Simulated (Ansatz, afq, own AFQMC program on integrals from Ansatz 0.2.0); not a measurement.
## C, triplet → C⁻, quartet

A free C atom.

E(quartet, charge -1) − E(triplet, charge +0) at this geometry, on UHF and ROHF determinants.

Basis aug-cc-pVDZ. Noble-gas cores (and the filled d shells of Ga–Kr and In–Xe) are frozen. AFQMC by an in-house program on the Cholesky factors that Ansatz 0.2.0 writes for its CCSD(T) run. The CISD trial takes its coefficients from CCSD amplitudes. Released means that phaseless walkers are propagated on without the constraint, phases kept. Uncertainties: one standard error, sampling alone. The errors of all members are added in quadrature.

Full CI is exact in this basis; where marked, its frozen core comes from its own orbitals, which moves totals by up to a few meV.

Errors are counted within aug-cc-pVDZ, not against nature.

Cautions: C (triplet): full CI with its own frozen core; C⁻ (quartet): full CI with its own frozen core, its ph-AFQMC/CISD value lies 21 ± 5 meV above full CI.

| level | vertical energy of electron attachment (kcal/mol) |
| --- | --- |
| CCSD | -25.2 |
| MP2 | -26.8 |

Problem. From these cheaper values, estimate the vertical energy of electron attachment at the reference level in aug-cc-pVDZ.

Solution. -26.7 kcal/mol (full CI in aug-cc-pVDZ).

| level | vertical energy of electron attachment (kcal/mol) | error against FCI (kcal/mol) |
| --- | --- | --- |
| HF | -9.9 | 16.7 |
| CCSD(T) | -26.3 | 0.3 |
| CCSDT | -26.6 | 0.1 |
| CCSDT(Q) | -26.6 | 0.0 |
| ph-AFQMC/HF | -29.1 ± 1.1 | -2.5 ± 1.1 |
| ph-AFQMC/CISD | -26.4 ± 0.1 | 0.3 ± 0.1 |
| released AFQMC | -26.4 ± 0.1 | 0.3 ± 0.1 |

Correlation beyond CCSD(T) takes off 0.3 kcal/mol. The perturbative (T) step is worth −1.1 kcal/mol.

CCSDT and higher add their correlation energy to the determinant of the CCSD(T) run, since their own runs factorise the integrals more tightly (a shift of under 2 meV). A walk keeps the symmetry of its determinant, which the program's search chose and which needn't be the lowest solution, so a lower state of the same spin and another symmetry isn't excluded. Released energies are given only where the last usable release times agree within the noise; a slower fall can still hide under it.
